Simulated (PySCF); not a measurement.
# C3H4S: the cost of one run

Computed with PySCF 2.14.0, with density-fitted response routines of our own, on a single molecule in the gas phase. Atoms are numbered from 0 throughout.

### 1 Starting geometry

8 atoms, charge 0, multiplicity 1; geometry from: GFN2-xTB.

Bonds of the start (Å): C0–C1 1.34, C1–C2 1.43, C2–S3 1.63, C0–H4 1.08, C0–H5 1.08, C1–H6 1.08, C2–H7 1.09.

### 2 Relaxing the molecule at PBE0-D3(BJ)/def2-TZVP

What the job is given:

```
{"job": {"xc": "PBE0", "basis": "def2-TZVP", "d3": "d3bj", "grid": 2, "kind": "geom"}, "charge": 0, "multiplicity": 1}
C     -2.349250    -0.360640     0.276760
C     -1.186390     0.166990    -0.114840
C      0.080000    -0.370250     0.274760
S      1.507050     0.254560    -0.196700
H     -3.294290     0.055960    -0.026420
H     -2.384600    -1.229050     0.914760
H     -1.157860     1.038260    -0.755170
H      0.071700    -1.243950     0.920870
```

Q: Estimate the wall time of this first job on 4 threads of Intel Xeon at 2.50GHz (Skylake/Cascade Lake), shared host.

About 68 s.
